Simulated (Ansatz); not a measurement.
System: BCl₃, charge -1, multiplicity 2. 
Structure (B3LYP-D3(BJ)/def2-TZVP (Ansatz, a quantum-chemistry and plane-wave program) minimum search):
```xyz
4

B     -0.1281    -0.4056    -0.2382
Cl     1.7147    -0.2173    -0.4543
Cl    -0.6032    -0.6607     1.5471
Cl    -1.0738     0.9973    -1.0227
```
Charge -1, spin multiplicity 2.

Total electronic energies in hartree. Correlated levels leave the core frozen unless marked. Open shells are spin-unrestricted. Spin-orbit coupling is left out. Non-relativistic. CBS marks a two-point X^-3 extrapolation of the correlation energy; Hartree-Fock from the larger set. [CCSD(T)-MP2]/basis is that difference in the basis named.

```
level                                                                             program  energy (Eh)
-------------------------------------------------------------------------  --------------  -----------
HF/6-31G                                                                           Ansatz  -1403.19467
HF/cc-pV(D+d)Z                                                                     Ansatz  -1403.32862
HF/cc-pV(T+d)Z                                                                     Ansatz  -1403.37878
BLYP-D4/def2-TZVPD                                                         Ansatz + dftd4  -1405.63228
BLYP/def2-TZVPD                                                                    Ansatz  -1405.62010
B97M-V/def2-TZVPD                                                                  Ansatz  -1405.29416
B3LYP-D3(BJ)/def2-TZVPD                                                    Ansatz + dftd3  -1405.69736
PBE0/def2-SVP                                                                      Ansatz  -1404.64236
CAM-B3LYP-D4/def2-TZVPD                                                    Ansatz + dftd4  -1405.67192
B2GP-PLYP/def2-TZVPD                                                               Ansatz  -1405.08192
RI-MP2/cc-pV(Q+d)Z                                                                 Ansatz  -1404.12526
SCS-MP2/STO-3G                                                                     Ansatz  -1388.20257
CCSD(T)/6-31G                                                                      Ansatz  -1403.38828
CCSD(T)/aug-cc-pV(D+d)Z                                                            Ansatz  -1403.93959
RI-MP2/CBS(aug-cc-pV(T+d)Z,aug-cc-pV(Q+d)Z)+[CCSD(T)-MP2]/aug-cc-pV(D+d)Z          Ansatz   -1404.2374
```

Totals of different functionals don't rank their quality; only differences between species are comparable.
